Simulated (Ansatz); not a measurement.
**BSiH3 (triplet): from Hartree-Fock to the top rungs at a displaced geometry (v2), cc-pVDZ**

How much of the correlation energy of BSiH3 (triplet) does each wave-function method recover here?

The runs use Ansatz 0.2.0, Gaussian basis; cc-pVDZ, core rule «outside noble gas», up to 6 orbitals frozen.

To be run: UHF; CCSD(T) on ROHF; CCSD(T) on UHF; BCCD(T) on ROHF; CISD; CCSDT(Q) on ROHF; CCSDT(Q) on UHF.

29 further runs of the same task are left out: 2 for a known fault of the program, 8 that didn't finish, 19 set aside as unsound or not needed.

### Step 1. The system

The geometry is a PBE0/def2-TZVP stationary point (not a proven minimum) with its atoms shifted at random (size 0.100 Å).

5 atoms, charge 0, spin multiplicity 3.

Atoms are counted from 1 here; the program's logs count them from 0.

Bond lengths: Si1–B2 1.874 Å, Si1–H3 1.475 Å, Si1–H4 1.559 Å, B2–H5 1.218 Å. Angles: B2–Si1–H3 128.7°, B2–Si1–H4 120.6°, H3–Si1–H4 109.8°, Si1–B2–H5 149.6°.

In the tables R marks a restricted open-shell determinant and U an unrestricted one; energies count from the table's Hartree-Fock row.

### Step 2. UHF

File in.yaml:

```yaml
crystal:
  periodic: [false, false, false]
  atoms:
    - {symbol: Si, position_ang: [0.047367, 0.031457, 0.509370]}
    - {symbol: B, position_ang: [-0.117507, -0.118460, -1.351634]}
    - {symbol: H, position_ang: [-0.040886, 1.241806, 1.348408]}
    - {symbol: H, position_ang: [0.042222, -1.239888, 1.412195]}
    - {symbol: H, position_ang: [-0.060836, 0.392133, -2.456407]}
basis:
  gaussian: {orbitals: cc-pVDZ}
magnetization: {spin_polarized: true, initial_magnetization: 2}
hamiltonian: {xc: hf}
output: {orbitals: {seedname: orbitals}}
```

Launch:

```sh
$ ansatz run in.yaml --threads 1 --pin off --events-out ev --progress --plain --max-ram 2393MiB
```

Output:

```text
Functional definition: HF
  name "HF"
  cite "Fock, Z. Phys. 61, 126 (1930) doi:10.1007/BF01340294"
  parent pbe
  exchange = exact_x
  correlation = 0
446 factors; integrals over basis functions are off by at most 1.3e-3 eV
mean field evaluation 1: about -8576.9334 eV, gradient 9.2e0 eV
mean field evaluation 2: about -8576.9755 eV, gradient 9.2e0 eV
mean field evaluation 4: about -8578.1323 eV, gradient 9.9e-1 eV
mean field evaluation 8: about -8578.1575 eV, gradient 8.5e-2 eV
mean field -8578.15787990 eV, -315.2414876022 hartree, gradient 2.5e-5 eV, S^2 2.015457; 0 other end points of the search recorded, 0 dependent functions left out
reference -8578.15787990 eV, -315.2414876022 hartree; 12, 10 occupied and 35, 37 virtual orbitals, 446 factors
Total energy: -8578.15787990 eV, -315.2414876022 hartree
```

Wall time 0.33 s (1 thread of Arm Neoverse V1, shared host).

From the report: ⟨S²⟩ of the determinant 2.015 (pure triplet: 2.00).

### Step 3. CCSD(T) on ROHF

in.yaml: that of step 2 with these lines changed.

```diff
@@ -10,4 +10,4 @@
   gaussian: {orbitals: cc-pVDZ}
-magnetization: {spin_polarized: true, initial_magnetization: 2}
-hamiltonian: {xc: hf}
-output: {orbitals: {seedname: orbitals}}
+magnetization: {spin_polarized: false, initial_magnetization: 2}
+correlation: {method: ccsd_t, electrons: outside_noble_gas}
+output: {forces: true}
```

Launched as before.

Output, shortened:

```text
Functional definition: HF
  name "HF"
  cite "Fock, Z. Phys. 61, 126 (1930) doi:10.1007/BF01340294"
  parent pbe
[...]
446 factors; integrals over basis functions are off by at most 1.3e-3 eV
[...]
mean field -8578.04749447 eV, -315.2374310123 hartree, gradient 2.1e-6 eV, S^2 2.000000; 1 other end points of the search recorded, 0 dependent functions left out
[...]
determinant -8578.04749447 eV, -315.2374310123 hartree, with singles and doubles -8583.25658228 eV, -315.4288614586 hartree
determinant -8576.04724235 eV, -315.1639231027 hartree, with singles and doubles -8581.26052795 eV, -315.3555078150 hartree
6 core orbitals not correlated: weight in the atoms' cores, before any rotation towards them, 1.000 or more for the frozen orbitals, at most 0.000 for the correlated occupied ones
reference -8578.04749447 eV, -315.2374310123 hartree; 6, 4 occupied and 35, 37 virtual orbitals, 446 factors
second order -4.13499595 eV of doubles, -0.06149117 eV of singles
cycle   1  -5.20914294 eV  change   -5.5e-5 eV  update   5.5e-4
[...]
cycle  10  -5.20919144 eV  change   -1.7e-6 eV  update   8.7e-7
perturbative correction -0.14140016 eV, -0.0051963601 hartree
[...]
Total energy: -8583.39808607 eV, -315.4340616269 hartree
Atom 0 at     0.047367     0.031457     0.509370 Å, force    -0.159489    -1.086511     0.998394 eV/Å
Atom 1 at    -0.117507    -0.118460    -1.351634 Å, force     0.236683    -0.051809    -1.124075 eV/Å
Atom 2 at    -0.040886     1.241806     1.348408 Å, force     0.075837     0.310334     0.257057 eV/Å
Atom 3 at     0.042222    -1.239888     1.412195 Å, force     0.010126     0.902613    -0.588694 eV/Å
Atom 4 at    -0.060836     0.392133    -2.456407 Å, force    -0.163157    -0.074626     0.457317 eV/Å
Dipole moment:     0.019858     0.096373     0.223315 e Å
```

Wall time 3.9 s (1 thread of Arm Neoverse V1, shared host).

From the report: correlation -5.3506 eV; T1 0.020; largest double amplitude 0.04.

### Step 4. CCSD(T) on UHF

in.yaml: that of step 3 with these lines changed.

```diff
@@ -10,3 +10,3 @@
   gaussian: {orbitals: cc-pVDZ}
-magnetization: {spin_polarized: false, initial_magnetization: 2}
+magnetization: {spin_polarized: true, initial_magnetization: 2}
 correlation: {method: ccsd_t, electrons: outside_noble_gas}
```

Launched as before.

Output, shortened:

```text
Functional definition: HF
  name "HF"
  cite "Fock, Z. Phys. 61, 126 (1930) doi:10.1007/BF01340294"
  parent pbe
[...]
446 factors; integrals over basis functions are off by at most 1.3e-3 eV
[...]
mean field -8578.15787990 eV, -315.2414876022 hartree, gradient 1.6e-6 eV, S^2 2.015457; 1 other end points of the search recorded, 0 dependent functions left out
determinant -8578.15787990 eV, -315.2414876022 hartree, with singles and doubles -8583.25932484 eV, -315.4289622459 hartree
determinant -8576.24524605 eV, -315.1711996044 hartree, with singles and doubles -8581.26334399 eV, -315.3556113026 hartree
6 core orbitals not correlated: weight in the atoms' cores, before any rotation towards them, 1.000 or more for the frozen orbitals, at most 0.000 for the correlated occupied ones
reference -8578.15787990 eV, -315.2414876022 hartree; 6, 4 occupied and 35, 37 virtual orbitals, 446 factors
second order -4.07523789 eV of doubles, -0.00000000 eV of singles
cycle   1  -5.10144895 eV  change   -4.0e-6 eV  update   5.3e-4
[...]
cycle  10  -5.10146504 eV  change   -1.4e-6 eV  update   6.8e-7
perturbative correction -0.13885043 eV, -0.0051026594 hartree
[...]
Total energy: -8583.39819538 eV, -315.4340656438 hartree
Atom 0 at     0.047367     0.031457     0.509370 Å, force    -0.159860    -1.086913     0.998201 eV/Å
Atom 1 at    -0.117507    -0.118460    -1.351634 Å, force     0.236811    -0.051532    -1.123369 eV/Å
Atom 2 at    -0.040886     1.241806     1.348408 Å, force     0.075947     0.310191     0.256768 eV/Å
Atom 3 at     0.042222    -1.239888     1.412195 Å, force     0.010245     0.902904    -0.588838 eV/Å
Atom 4 at    -0.060836     0.392133    -2.456407 Å, force    -0.163142    -0.074650     0.457237 eV/Å
Dipole moment:     0.019877     0.096402     0.223439 e Å
```

Run time: 3.7 s. Hardware: 1 thread of Arm Neoverse V1, shared host.

From the report: ⟨S²⟩ of the determinant 2.015 (pure triplet: 2.00); correlation -5.2403 eV; T1 0.016; largest double amplitude 0.04.

### Step 5. BCCD(T) on ROHF

in.yaml: that of step 4 with these lines changed.

```diff
@@ -10,4 +10,3 @@
   gaussian: {orbitals: cc-pVDZ}
-magnetization: {spin_polarized: true, initial_magnetization: 2}
-correlation: {method: ccsd_t, electrons: outside_noble_gas}
-output: {forces: true}
+magnetization: {spin_polarized: false, initial_magnetization: 2}
+correlation: {method: bccd_t, electrons: outside_noble_gas}
```

Same command.

Output, shortened:

```text
Functional definition: HF
  name "HF"
  cite "Fock, Z. Phys. 61, 126 (1930) doi:10.1007/BF01340294"
  parent pbe
[...]
446 factors; integrals over basis functions are off by at most 1.3e-3 eV
[...]
mean field -8578.04749447 eV, -315.2374310123 hartree, gradient 2.1e-6 eV, S^2 2.000000; 1 other end points of the search recorded, 0 dependent functions left out
[...]
determinant -8578.04749447 eV, -315.2374310123 hartree, with singles and doubles -8583.25658228 eV, -315.4288614586 hartree
determinant -8576.04724235 eV, -315.1639231027 hartree, with singles and doubles -8581.26052795 eV, -315.3555078150 hartree
6 core orbitals not correlated: weight in the atoms' cores, before any rotation towards them, 1.000 or more for the frozen orbitals, at most 0.000 for the correlated occupied ones
reference -8578.04749447 eV, -315.2374310123 hartree; 6, 4 occupied and 35, 37 virtual orbitals, 446 factors
second order -4.13499595 eV of doubles, -0.06149117 eV of singles
cycle   1  -5.20757444 eV  change    1.5e-3 eV  update   3.7e-3
[...]
cycle   9  -5.20559314 eV  change    5.6e-6 eV  update   1.2e-5
perturbative correction -0.14556384 eV, -0.0053493725 hartree
Total energy: -8583.39865145 eV, -315.4340824041 hartree
```

Wall time 1.9 s (1 thread of Arm Neoverse V1, shared host).

From the report: correlation -5.3512 eV; largest double amplitude 0.04.

### Step 6. CISD

in.yaml: that of step 5 with these lines changed.

```diff
@@ -11,2 +11,2 @@
 magnetization: {spin_polarized: false, initial_magnetization: 2}
-correlation: {method: bccd_t, electrons: outside_noble_gas}
+correlation: {active_space: {ras: {orbitals: [4, 2, 35], electrons: 10, max_holes: 2, max_particles: 2}, fixed_orbitals: true}}
```

Same command.

Output:

```text
Functional definition: HF
  name "HF"
  cite "Fock, Z. Phys. 61, 126 (1930) doi:10.1007/BF01340294"
  parent pbe
  exchange = exact_x
  correlation = 0
446 factors; integrals over basis functions are off by at most 1.3e-3 eV
mean field evaluation 1: about -8576.9307 eV, gradient 1.2e1 eV
mean field evaluation 2: about -8576.9689 eV, gradient 1.2e1 eV
mean field evaluation 4: about -8578.0320 eV, gradient 1.2e0 eV
mean field evaluation 8: about -8578.0450 eV, gradient 2.9e-1 eV
mean field -8578.04749447 eV, -315.2374310123 hartree, gradient 2.1e-6 eV, S^2 2.000000; 0 other end points of the search recorded, 0 dependent functions left out
reference -8578.04749447 eV, -315.2374310123 hartree; 12, 10 occupied and 35, 37 virtual orbitals, 446 factors
state -8582.90349962 eV, -315.4158859101 hartree
Total energy: -8582.90349962 eV, -315.4158859101 hartree
```

It took 1.7 s on 1 thread of Arm Neoverse V1, shared host.

From the report: 175,701 determinants.

### Step 7. CCSDT(Q) on ROHF

in.yaml: that of step 6 with these lines changed.

```diff
@@ -11,2 +11,2 @@
 magnetization: {spin_polarized: false, initial_magnetization: 2}
-correlation: {active_space: {ras: {orbitals: [4, 2, 35], electrons: 10, max_holes: 2, max_particles: 2}, fixed_orbitals: true}}
+correlation: {method: ccsdt_q, electrons: outside_noble_gas}
```

Launched as before.

Output, shortened:

```text
Functional definition: HF
  name "HF"
  cite "Fock, Z. Phys. 61, 126 (1930) doi:10.1007/BF01340294"
  parent pbe
[...]
874 factors; integrals over basis functions are off by at most 2.1e-7 eV
[...]
mean field -8578.04752081 eV, -315.2374319804 hartree, gradient 2.1e-6 eV, S^2 2.000000; 1 other end points of the search recorded, 0 dependent functions left out
[...]
determinant -8578.04752081 eV, -315.2374319804 hartree, with singles and doubles -8583.25659447 eV, -315.4288619063 hartree
determinant -8576.04727317 eV, -315.1639242353 hartree, with singles and doubles -8581.26054023 eV, -315.3555082662 hartree
6 core orbitals not correlated: weight in the atoms' cores, before any rotation towards them, 1.000 or more for the frozen orbitals, at most 0.000 for the correlated occupied ones
reference -8578.04752081 eV, -315.2374319804 hartree; 6, 4 occupied and 35, 37 virtual orbitals, 874 factors
second order -4.13502132 eV of doubles, -0.06149106 eV of singles
cycle   1  -4.93402929 eV  change   -7.4e-1 eV  update   7.3e-2
[...]
cycle  17  -5.38370554 eV  change    4.8e-7 eV  update   8.5e-7
perturbative correction -0.00632561 eV, -0.0002324620 hartree
Total energy: -8583.43755197 eV, -315.4355119719 hartree
```

It took 46 s on 1 thread of Arm Neoverse V1, shared host; peak memory 0.45 GiB.

From the report: correlation -5.3900 eV; T1 0.020; largest double amplitude 0.04.

### Step 8. CCSDT(Q) on UHF

in.yaml: that of step 7 with these lines changed.

```diff
@@ -10,3 +10,3 @@
   gaussian: {orbitals: cc-pVDZ}
-magnetization: {spin_polarized: false, initial_magnetization: 2}
+magnetization: {spin_polarized: true, initial_magnetization: 2}
 correlation: {method: ccsdt_q, electrons: outside_noble_gas}
```

The command is unchanged.

Output, shortened:

```text
Functional definition: HF
  name "HF"
  cite "Fock, Z. Phys. 61, 126 (1930) doi:10.1007/BF01340294"
  parent pbe
[...]
874 factors; integrals over basis functions are off by at most 2.1e-7 eV
[...]
mean field -8578.15790611 eV, -315.2414885653 hartree, gradient 2.8e-6 eV, S^2 2.015457; 1 other end points of the search recorded, 0 dependent functions left out
determinant -8578.15790611 eV, -315.2414885653 hartree, with singles and doubles -8583.25933723 eV, -315.4289627012 hartree
determinant -8576.24527641 eV, -315.1712007204 hartree, with singles and doubles -8581.26335785 eV, -315.3556118118 hartree
6 core orbitals not correlated: weight in the atoms' cores, before any rotation towards them, 1.000 or more for the frozen orbitals, at most 0.000 for the correlated occupied ones
reference -8578.15790611 eV, -315.2414885653 hartree; 6, 4 occupied and 35, 37 virtual orbitals, 874 factors
second order -4.07526300 eV of doubles, -0.00000000 eV of singles
cycle   1  -4.81308169 eV  change   -7.4e-1 eV  update   7.4e-2
[...]
cycle  17  -5.27380467 eV  change    4.1e-7 eV  update   8.3e-7
perturbative correction -0.00637357 eV, -0.0002342244 hartree
Total energy: -8583.43808435 eV, -315.4355315365 hartree
```

Wall time 42 s (1 thread of Arm Neoverse V1, shared host); peak memory 0.39 GiB.

From the report: ⟨S²⟩ of the determinant 2.015 (pure triplet: 2.00); correlation -5.2802 eV; T1 0.017; largest double amplitude 0.04.

### Step 9. All levels against the top one

The yardstick is UCCSDT(Q), where the cluster series has nearly closed. Rows without a time come out of other runs: HF, MP2 and CCSD of CCSD(T), CCSDT of CCSDT(Q). The times of RCCSD(T), UCCSD(T) include forces.

```tsv
method	energy from the lowest RHF (kcal/mol)	from UCCSDT(Q) (kcal/mol)	time
RHF	0.00	+124.31	
UHF	-2.55	+121.76	
RMP2	-96.77	+27.54	
UMP2	-96.52	+27.79	
CISD	-111.98	+12.33	1.7 s
RCCSD	-120.13	+4.18	
UCCSD	-120.19	+4.12	
RCCSD(T)	-123.39	+0.92	3.9 s
UCCSD(T)	-123.39	+0.92	3.7 s
BCCD(T)	-123.40	+0.91	1.9 s
RCCSDT	-124.15	+0.16	
UCCSDT	-124.16	+0.15	
RCCSDT(Q)	-124.30	+0.01	46 s
UCCSDT(Q)	-124.31	0	42 s
```

Among the levels timed on like hardware and quicker than the yardstick, those that no quicker one beats, quickest first: CISD (1.7 s, +12.33 kcal/mol); BCCD(T) (1.9 s, +0.91 kcal/mol).

### Step 10. Outcome

| quantity | value |
| --- | --- |
| UCCSDT(Q) below the RHF energy | -5.3906 eV |
| RMP2 from UCCSDT(Q) | +27.54 kcal/mol |
| UMP2 from UCCSDT(Q) | +27.79 kcal/mol |
| RCCSD from UCCSDT(Q) | +4.18 kcal/mol |
| RCCSD(T) from UCCSDT(Q) | +0.92 kcal/mol |
| UCCSD(T) from UCCSDT(Q) | +0.92 kcal/mol |
| RCCSDT(Q) from UCCSDT(Q) | +0.01 kcal/mol |
| levels within 1 kcal/mol (43 meV) | RCCSD(T), UCCSD(T), BCCD(T), RCCSDT, UCCSDT, RCCSDT(Q) |
| T1 diagnostic | 0.020 |

**Reading.** RCCSD(T) lands +0.92 kcal/mol from the yardstick (0.7 % of the correlation energy). These misses are within one basis, not against nature; the frozen cores of restricted and unrestricted runs differ, which can shift their rows.

For cost: BCCD(T) gets within 0.91 kcal/mol in 1.9 s, where UCCSDT(Q) took 42 s; the quickest level in the cost chart, CISD, takes 1.7 s and misses by 12.33 kcal/mol.
